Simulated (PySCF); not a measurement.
Dissociation curve of SMILES S=C=S (CS2), singlet. The C1–S3 bond (C1 also carries S; S3 carries nothing else) is stretched with both fragments frozen at the PBE0/def2-TZVP optimised geometry. Each curve is given relative to its own lowest point near equilibrium.

| R / Å | A | B | C |
|---|---|---|---|
| 1.24 | 223.0 | 201.9 | 228.0 |
| 1.31 | 127.7 | 110.7 | 131.7 |
| 1.40 | 53.3 | 41.7 | 56.1 |
| 1.45 | 28.7 | 20.1 | 30.8 |
| 1.49 | 15.5 | 9.1 | 17.0 |
| 1.55 | 3.9 | 0.9 | 4.7 |
| 1.61 | 0.0 | 0.0 | 0.0 |
| 1.66 | 1.0 | 3.4 | 0.5 |
| 1.70 | 3.9 | 8.0 | 3.0 |
| 1.80 | 16.8 | 24.3 | 15.2 |
| 1.91 | 36.1 | 45.6 | 34.3 |
| 2.08 | 68.1 | 76.4 | 67.0 |
| 2.34 | 111.1 | 109.4 | 111.1 |
| 2.55 | 131.4 | 125.2 | 136.6 |
| 2.81 | 128.8 | 137.2 | 156.0 |
| 3.07 | 126.1 | 144.3 | 166.2 |
| 3.38 | 124.9 | 149.1 | 172.2 |
| 3.82 | 124.9 | 152.7 | 175.9 |
| 4.21 | 125.3 | 154.3 | 177.5 |
| 4.69 | 125.7 | 155.3 | 178.5 |
| 5.45 | 126.0 | 156.1 | 179.0 |

Energies in mEh.

**Question.** Match the curves with the methods CCSD(T) on RHF/6-31G, 11 core orbitals frozen in PySCF; RHF/6-31G run with PySCF; CCSD on UHF/6-31G, 11 core orbitals frozen (PySCF).

**Answer.** A is UCCSD; B is RHF; C is RCCSD(T).

The unrestricted determinant behind UCCSD is spin-contaminated at 2.34 to 5.45 Å (<S²> up to 1.0, against 0.00 for a pure singlet). The T1 diagnostic of CCSD on the restricted reference of RCCSD(T) exceeds 0.045 at 2.08 to 2.34 Å. The restricted form behind RHF keeps the bonding electrons paired and can't separate into open-shell fragments.
